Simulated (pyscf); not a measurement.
PySCF, gas phase, ωB97X-D3(BJ)/def2-SVP geometries.

Task: `[F][SiH]([F])[O][SiH3]` + `[CH][F]` [singlet] → `[F][SiH2][O][SiH3]` + `[F][C][F]` [singlet]
Surface: singlet. Broken: F–Si, C–H. Formed: H–Si, C–F. Give ΔE‡ and ΔE from ωB97M-D3(BJ)/def2-TZVP, relative to the separated reactants.

Result: ΔE‡ = 1.87 eV, ΔE = +0.78 eV. Zero-point energy shifts the barrier by +0.07 eV. It is a four-centre exchange, with an imaginary mode of 234i cm⁻¹. On the reactant side the descent ends in a complex (not fully relaxed), 0.24 eV under the separated species and 2.08 eV under the saddle at ωB97X-D3(BJ)/def2-TZVP. One saddle was located; it need not be the lowest between these sides. A restricted singlet here is unstable towards spin polarisation, as is usual where a triplet lies low; its energy is less safe.
